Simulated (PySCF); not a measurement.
**AlCl₂ + 2 H₂O → Al(OH)₂ + 2 HCl**

Level: PBE0 in the def2-TZVP basis family, all electrons, no relativity, computed in PySCF with density fitting; open shells unrestricted.

```csv
species,state and structure,E (Eh),ZPE (kJ/mol),H(298 K) − H(0) (kJ/mol),S° (J/(mol K))
AlCl₂,"doublet, C2v, Al–Cl 2.102 Å (×2); Cl–Al–Cl 119.0°",-1162.55060,7.1,12.8,289.6
H₂O,"singlet, C2v, O–H 0.960 Å (×2); H–O–H 105.1°",-76.37736,56.5,9.9,188.7
Al(OH)₂,"doublet, Cs, Al–O 1.696 Å, Al–O 1.703 Å, O–H 0.957 Å (×2); Al–O–H 122.6°, Al–O–H 123.0°, O–Al–O 119.1°",-393.95206,69.4,14.6,286.5
HCl,"singlet, C∞v, H–Cl 1.279 Å",-460.66440,17.9,8.7,186.6
```

(1) What is the electronic reaction energy?

(2) Add zero-point, thermal and entropy terms for 298.15 K and 1 bar.

Results:

(1) At PBE0/def2-TZVP, ΔE = 64.2 kJ/mol from the differences of the total energies times 2625.5, uphill. 

(2) ΔZPE = -14.9 and Δ[H(298) − H(0)] = -0.6 kJ/mol give ΔH° = 48.7 kJ/mol. ΔS° = -7.3 J/(mol K), so ΔG° = 48.7 − 298.15 × (-0.0073) = 51 kJ/mol and log₁₀K = -8.9.

Each species is the lowest minimum found with this bonding; other isomers or fragments can lie lower.
